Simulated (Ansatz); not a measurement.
**AlFHS: ladder of basis sets, by script**

How does the energy of AlFHS converge with the basis? Wanted for AlFHS: a ladder of basis sets. SMILES: [F][Al][SH].

Computed with the Python package of Ansatz 0.2.0. The levels of theory stand in the script.

## Step 1: The structure

Bond lengths: F1–Al2 1.763 Å, Al2–S3 2.259 Å, S3–H4 1.435 Å. Angles: F1–Al2–S3 119.0°, Al2–S3–H4 93.8°.

The script reads alfhs.xyz:

```xyz
4

F    -2.03690    0.07360    0.69840
Al   -0.36280    0.62140    0.77280
S     0.98920    0.24980   -0.99860
H     1.46610   -1.00520   -0.49290
```

## Step 2: Script

run_basis.py reads:

```python
"""How the energy of AlFHS converges with the basis."""

import ansatz as az

system = az.Crystal.molecule_from_extxyz("alfhs.xyz")

job = (
    system.calculation()
    .functional("pbe0")
    .spin("collinear", total=1)
)

energies = {}
for basis in ["cc-pVDZ", "cc-pVTZ"]:
    r = job.basis(gaussian=basis).run(threads=1, pin="off").report
    size = r["n_frozen"] + r["n_occupied"][0] + r["n_virtual"][0]
    energies[basis] = (r["reference_energy_ev"] / 27.211386246, r["free_energy_ev"] / 27.211386246)
    print(f"{basis:14s} {size:4d} orbitals  reference {energies[basis][0]:14.6f} Ha  total {energies[basis][1]:14.6f} Ha")

last = energies["cc-pVTZ"][1]
for basis, (_, total) in energies.items():
    print(f"{basis:14s} lies {27.211386 * (total - last):9.4f} eV above cc-pVTZ")
```

## Step 3: The input behind the calls

The engine receives this input (first run):

```yaml
crystal:
  periodic: [false, false, false]
  atoms:
    - { symbol: F, position_ang: [-2.0369, 0.0736, 0.6984] }
    - { symbol: Al, position_ang: [-0.3628, 0.6214, 0.7728] }
    - { symbol: S, position_ang: [0.9892, 0.2498, -0.9986] }
    - { symbol: H, position_ang: [1.4661, -1.0052, -0.4929] }
basis:
  gaussian:
    orbitals: cc-pVDZ
hamiltonian:
  xc: pbe0
magnetization:
  spin_polarized: true
  initial_magnetization: 1.0
```

## Step 4: The run

The run is started by

```console
$ python run_basis.py
```

The log of the run:

```text
cc-pVDZ          55 orbitals  reference    -740.784205 Ha  total    -740.784205 Ha
cc-pVTZ         112 orbitals  reference    -740.848628 Ha  total    -740.848628 Ha
cc-pVDZ        lies    1.7531 eV above cc-pVTZ
cc-pVTZ        lies    0.0000 eV above cc-pVTZ
```

Wall time 6.3 s (1 thread of Arm Neoverse V1, shared host); peak memory 0.28 GiB.

## Step 5: What changed from run to run

The engine's inputs for the other runs:

Run 2, against run 1:

```diff
@@ -10 +10 @@
-    orbitals: cc-pVDZ
+    orbitals: cc-pVTZ
```

## Step 6: Run by run

One row for each of the 2 runs:

```csv
run,basis,energy (eV),<S²>,SCF cycles,CPU time (s)
1,cc-pVDZ,-20157.7651,0.75,19,2.4
2,cc-pVTZ,-20159.5182,0.75,17,3.5
```

## Step 7: Results

| quantity | value |
| --- | --- |
| runs compared | 2 |

In words: Against cc-pVDZ: cc-pVTZ -64.4 mHa. The last step alone is -64.42 mHa. From the first set to the last the time grows from 2.4 to 3.5 s. Caveats:
- The drop along the ladder measures the basis error, and is no property of the molecule.
- The geometry is a force-field or estimated start, not a minimum of this method, and the last set is no limit. Much of the fall in a total is atomic energy, which cancels in bond and reaction energies.
- The run takes the species as open-shell (spin multiplicity 2), which needn't be its ground state.
- For Al to Cl the sets with a tight d function, cc-pV(X+d)Z, are usual.
